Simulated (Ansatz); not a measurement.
`C#C/N=C/O` + H₂ → acetylene + `N=CO` at 500 K and 1 bar (hydrogenolysis of a C–N bond).

Isolated molecules relaxed with PBE0-D4/def2-TZVP in Ansatz; ΔE leaves out vibrations. CBS: MP2 limit from def2 TZ/QZ plus the TZ coupled-cluster correction, frozen cores. This one scheme is used for every species. One conformer a species, not always the lowest.

```json
{"species": "`C#C/N=C/O`", "CCSD(T)/CBS energy (Eh)": "-245.74259", "H − E (kJ/mol)": "180.5", "S (J/(mol·K))": "344.3"}
{"species": "H₂", "CCSD(T)/CBS energy (Eh)": "-1.17544", "H − E (kJ/mol)": "41.0", "S (J/(mol·K))": "145.5"}
{"species": "`C#C`", "CCSD(T)/CBS energy (Eh)": "-77.22717", "H − E (kJ/mol)": "90.7", "S (J/(mol·K))": "225.3"}
{"species": "`N=CO`", "CCSD(T)/CBS energy (Eh)": "-169.71775", "H − E (kJ/mol)": "145.0", "S (J/(mol·K))": "280.5"}
```

H − E and S are ideal-gas, rigid-rotor, harmonic terms from PBE0-D4/def2-TZVP, for one conformer and one mirror image of each species. The MP2-based limit puts H₂ 0.8 mEh under its directly extrapolated value; such offsets cancel only in part. 1 Eh = 2625.50 kJ/mol, R = 8.31446 J/(mol·K).

Task: By hand: ΔE, ΔH, ΔS and ΔG.

Result: ΔE = (-77.22717) + (-169.71775) − (-245.74259) − (-1.17544) = -0.02689 Eh = -70.6 kJ/mol. Δ(H − E) = 90.7 + 145.0 − 180.5 − 41.0 = 14.2, so ΔH = -56.4 kJ/mol. ΔS = 225.3 + 280.5 − 344.3 − 145.5 = 16.0 J/(mol·K). ΔG = -56.4 − 500 × (16.0)/1000 = -64.4 kJ/mol.

Task: By hand: the equilibrium constant, and the temperature at which ΔG would vanish if ΔH and ΔS stayed fixed.

Result: log₁₀ K = −ΔG/(RT ln 10) = 6.7. ΔH and −TΔS have one sign here, so there is no such temperature.

ΔH outweighs TΔS. A doubt of 5 kJ/mol in ΔE shifts log₁₀ K by 0.5 here. Other conformers and mirror images would add mixing entropy, several J/(mol·K) or more a flexible species. These are equilibria of isolated gas molecules and say nothing of rates. Largest T1 diagnostic: 0.015 (customary marks: 0.02 for closed shells, 0.045 for open ones).
